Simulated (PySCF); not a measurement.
H2O. Atoms are numbered in the order given.

```xyz
3

O      0.0000     0.0000    -0.1194
H      0.0000    -0.7668     0.4776
H      0.0000     0.7668     0.4776
```
Charge 0, spin multiplicity 1.

Geometry optimised at PBE-D3(BJ)/def2-TZVPD.

Level of theory: PBE-D3(BJ)/def2-TZVPD (PySCF 2.14.0).

Harmonic, unscaled wavenumbers; measured fundamentals usually lie a few per cent lower.

**Question.** Give all harmonic wavenumbers and intensities. (An estimate is asked for; the answer gives what the named calculation found.)

**Answer.** 
| mode | ν (cm⁻¹) | IR (km/mol) | moving atoms (share of kinetic energy) |
|---|---|---|---|
| 1 | 1590 | 69.7 | H 93 % |
| 2 | 3690 | 1.7 | H 96 % |
| 3 | 3794 | 49.9 | H 93 % |
